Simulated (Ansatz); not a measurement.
## Property card for K2TiF6

Level of theory: DFT LDA, scalar-relativistic, plane waves, PAW in Ansatz.

Plane waves to 420 eV, a k mesh through Γ of 6×6×6 on the computed 9-atom cell and Gaussian smearing (0.02 eV); no spin polarisation.

The structure is relaxed at this level of theory with its symmetry kept. Whether it is the stable form of this composition wasn't checked.

```yaml
crystal:
  lattice:
    - [5.54246, 0.00000, 0.00000]
    - [-2.77123, 4.79991, 0.00000]
    - [0.00000, 0.00000, 4.44508]
  atoms:
    - { symbol: K, position: [0.33333, 0.66667, 0.70437] }
    - { symbol: K, position: [0.66667, 0.33333, 0.29563] }
    - { symbol: Ti, position: [0.00000, 0.00000, 0.00000] }
    - { symbol: F, position: [0.16070, 0.83930, 0.23171] }
    - { symbol: F, position: [0.16070, 0.32140, 0.23171] }
    - { symbol: F, position: [0.67860, 0.83930, 0.23171] }
    - { symbol: F, position: [0.83930, 0.16070, 0.76829] }
    - { symbol: F, position: [0.32140, 0.16070, 0.76829] }
    - { symbol: F, position: [0.83930, 0.67860, 0.76829] }
```

```json
{
  "Space group": "P-3m1 (No. 164)",
  "Volume per atom": "13.14 Å³",
  "Formation energy from the elements' standard states (uncorrected)": "-3.488 eV/atom",
  "Kohn–Sham band gap": "5.05 eV, indirect from (0.000, 0.271, -0.333) to Γ",
  "Löwdin character of the top 1 eV of the valence band": "F 2p 98 %",
  "Löwdin character of the lowest 1 eV of the conduction band": "Ti 3d 80 %, F 2p 18 %",
  "Electron masses at the edge by Cartesian direction of the standard setting (m_e; degenerate bands sorted by energy; no spin-orbit coupling)": "x: 6.9; y: 6.6; z: 7.1",
  "Hole masses at the edge by Cartesian direction of the standard setting (m_e; degenerate bands sorted by energy; no spin-orbit coupling)": "x: 3.7; y: 16; z: 2.6",
  "Bulk modulus": "43 GPa",
  "Its pressure derivative": "6.3",
  "Electronic dielectric constant xx, yy, zz of the standard setting (independent particles)": "2.9, 2.9, 2.8",
  "Bader charges (e)": "K (2 in the cell) 0.88, Ti (1 in the cell) 2.40, F (6 in the cell) -0.69"
}
```

A ferromagnetic start lost its moments in a first run, so spin was left out; other magnetic orders weren't tried.

Cost: 12 runs of about 7.9 core-minutes in all, on Intel Xeon 6975P-C (Granite Rapids) (shared hosts).